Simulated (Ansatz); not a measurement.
# Na₂− (doublet): from Hartree-Fock to the top rungs at distance Na1–Na2 = 3.798 Å, aug-cc-pVTZ

One table from this session's results is given with a row withheld; the runs are named, their logs left out.

Method: aug-cc-pVTZ, core rule «outside noble gas», up to 10 orbitals frozen; program: Ansatz 0.2.0, Gaussian basis.

The runs, in order: UHF; CCSD(T) on ROHF; CCSD(T) on UHF; BCCD(T) on ROHF; CCSDT on ROHF; CCSDT on UHF; Full CI.

51 further runs of the same task are left out: 22 for a known fault of the program, 25 that didn't finish, 4 set aside as unsound or not needed. Runs told in other sessions of the task aren't counted.

## The geometry

The geometry derives from a PBE0/def2-TZVPD stationary point (not a proven minimum). One bond is set to the value named and the two fragments are kept rigid.

2 atoms, charge -1, spin multiplicity 2.

Atoms are counted from 1 here; the program's logs count them from 0.

No contacts short enough for the rule that draws bonds.

The first run:

Contents of in.yaml:

```yaml
crystal:
  periodic: [false, false, false]
  atoms:
    - {symbol: Na, position_ang: [0.000000, 0.000000, 0.000000]}
    - {symbol: Na, position_ang: [0.000000, 0.000000, 3.798000]}
basis:
  gaussian: {orbitals: aug-cc-pVTZ}
total_charge: -1
magnetization: {spin_polarized: true, initial_magnetization: 1}
hamiltonian: {xc: hf}
output: {orbitals: {seedname: orbitals}}
```

Started as:

```
> ansatz run in.yaml --threads 1 --pin off --events-out ev --progress --plain --max-ram 2393MiB
```

Steps of the session up to this table: UHF; CCSD(T) on ROHF; CCSD(T) on UHF; BCCD(T) on ROHF; CCSDT on ROHF; CCSDT on UHF; Full CI.

One table of the session follows, with a row left open; its other results are not shown here.

It belongs to the step «Misses and costs». 

| method | from FCI (meV) |
| --- | --- |
| ROHF | +1002.0 |
| UHF | ? |
| RMP2 | +313.8 |
| UMP2 | +394.3 |
| RCCSD | +54.2 |
| UCCSD | +34.2 |
| RCCSD(T) | +14.5 |
| UCCSD(T) | +15.1 |
| BCCD(T) | +15.8 |
| RCCSDT | 0.0 |
| UCCSDT | 0.0 |
| FCI | 0 |

Estimate the missing values for UHF.

As computed: from FCI (meV): +740.2. In the column «from FCI (meV)» it lies between UMP2 (+394.3) and ROHF (+1002.0).

The ROHF row is the lowest such solution found; the determinant under the restricted MP2 and coupled-cluster rows lies 0.05 eV higher.

Limits of these values: Levels on UHF freeze UHF's core orbitals, full CI those of ROHF, so the U rows can settle a little off it for that reason alone. Restricted and unrestricted rows rest on different reference determinants; a gap between their highest levels can come from leftover correlation error, from unlike frozen cores or from another state.
